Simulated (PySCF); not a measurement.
Spin-rotation constants: [CH]+, charge +1

Geometry (Å), atoms numbered from 1 in this order:
```xyz
2

C     0.5780    0.0388    0.0351
H    -0.5752   -0.0375   -0.0493
```

Total charge +1.

The calculation used PySCF, GIAO B3LYP/aug-pcSseg-1 magnetisability, rotational g tensor and spin-rotation constants, non-relativistic, gas phase. Geometry: PBE0-D3(BJ)/def2-SVP, altered.

For an ion the centre-of-mass motion in the field is neglected.

Question: Give the nuclear spin-rotation constants along the inertial axes (H = +C I·J) beside the isotropic shieldings.

Answer: Rotational constants –, 404.7807, 404.7807 GHz. A star marks the isotopologue with that one atom substituted, in its own axes.
| atom | isotope | Caa (kHz) | Cbb (kHz) | Ccc (kHz) | mean (kHz) | σ (ppm) |
| --- | --- | --- | --- | --- | --- | --- |
| H2 | 1H | – | -67.458 | -67.458 | -67.458 | 29.7 |
| C1 | 13C* | – | 1251.829 | 1251.829 | 1251.829 | -1103.6 |

For the geometry as given, no vibrational averaging.
